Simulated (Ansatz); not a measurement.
[NH₂···H···Br], doublet along the distance N1-H4

Starting geometry:

```yaml
atoms:
  - { symbol: N, position_ang: [-2.3544, -0.0059, -0.0092] }
  - { symbol: H, position_ang: [-2.6517, 0.9620, -0.0092] }
  - { symbol: H, position_ang: [-2.6517, -0.4082, 0.8711] }
  - { symbol: H, position_ang: [-1.3420, -0.0059, -0.0092] }
  - { symbol: Br, position_ang: [0.4965, -0.0059, -0.0092] }
```

From there H4 is moved from one fragment to the other while all else, the fragments' distance too, stays fixed; atoms are numbered as listed. Energies are in eV, counted from the starting geometry at the same level. Kohn–Sham curves are unrestricted where that lies lower.

Basis cc-pVDZ; Ansatz 0.2.0. Correlated methods freeze the noble-gas cores and the filled d shells of p-block atoms. R marks a restricted (for open shells ROHF) determinant, U an unrestricted one. No spin–orbit coupling is included, and no scalar relativity.

In so small a basis the reference is far from its limit while semilocal and hybrid functionals are nearer theirs (RPA and double hybrids share much of the reference's basis error), so the functionals' errors here hold much of the reference's basis and frozen-core error, which can add to them or hide them.

Full CI isn't at hand for all of this; UCCSDT(Q) serves as the reference, and is uncertain by about the last step of the cluster series.

```
distance N1-H4 (Å)  UCCSDT(Q)     PBE  r2SCAN  B97M-V    PBE0   B3LYP  wB97M-V  B2PLYP  PBE-QIDH  RPA-PBE
             0.942      0.152   0.232   0.216   0.171   0.202   0.197    0.162   0.180     0.151    0.172
             1.012      0.000   0.000   0.000   0.000   0.000   0.000    0.000   0.000     0.000    0.000
             1.057      0.012  -0.036  -0.030  -0.003  -0.020  -0.017    0.006  -0.008     0.009    0.005
             1.101      0.071  -0.017  -0.010   0.042   0.009   0.017    0.060   0.033     0.062    0.064
             1.145      0.151   0.037   0.041   0.112   0.067   0.081    0.139   0.101     0.135    0.155
             1.189      0.233   0.111   0.106   0.194   0.139   0.160    0.225   0.182     0.214    0.261
             1.233      0.305   0.197   0.178   0.277   0.213   0.242    0.305   0.262     0.284    0.369
             1.277      0.362   0.289   0.250   0.356   0.285   0.323    0.375   0.334     0.338    0.472
             1.321      0.407   0.386   0.324   0.431   0.354   0.402    0.436   0.398     0.381    0.567
```
